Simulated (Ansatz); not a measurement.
## GaH2⁻, triplet: vertical spin and charge gaps

Geometry (PBE0/def2-TZVPD stationary point for this spin, not checked as a minimum):

```xyz
3

Ga    0.0000   -0.0224    0.0000
H     0.0000    0.7758   -1.3990
H     0.0000    0.7758    1.3990
```

Basis aug-cc-pVDZ; Ansatz 0.2.0. Correlated methods freeze the noble-gas cores and the filled d shells of p-block atoms. Prefix R: restricted or restricted open-shell reference; prefix U: unrestricted. Active spaces: valence = (6e, 6o) chosen from the atoms' valence shells. No spin–orbit coupling is included, and no scalar relativity.

Gaps are energies of the second state less the first, at fixed atoms, for a selection of the levels run; each method lands on the state that its own search finds for that charge and spin.

The highest occupied Kohn–Sham level of the anion is positive, up to +1.55 eV, so in those functionals the extra electron is held by the basis alone, which enters their differences from the reference.

Removing an electron, to the doublet: 0.357 eV at UCCSDT(Q).

| level | gap (eV) | error (meV) |
| --- | --- | --- |
| UCCSD | 0.327 | -30 |
| BCCD(T) | 0.348 | -9 |
| CASSCF (valence space) | -0.139 | -496 |
| NEVPT2 (valence space) | 0.160 | -197 |
| MRCISD+Q (valence space) | 0.348 | -9 |
| PBE | 0.486 | 129 |
| r2SCAN | 0.529 | 172 |
| B3LYP | 0.426 | 69 |
| B2PLYP | 0.297 | -60 |
| RPA-PBE | 0.518 | 161 |

Wrong sign: CASSCF (valence space).

In so small a basis the reference is far from its limit while semilocal and hybrid functionals are nearer theirs (RPA and double hybrids share part of the reference's basis error), so the functionals' errors here hold much of the reference's basis and frozen-core error, which can add to them or hide them.

Full CI isn't at hand for all of this; UCCSDT(Q) serves as the reference, and is uncertain by the last step of the cluster series or more. The frozen core follows each run's orbitals, which can shift R against U totals by a few meV for light atoms and by up to 0.1 eV past Ca.
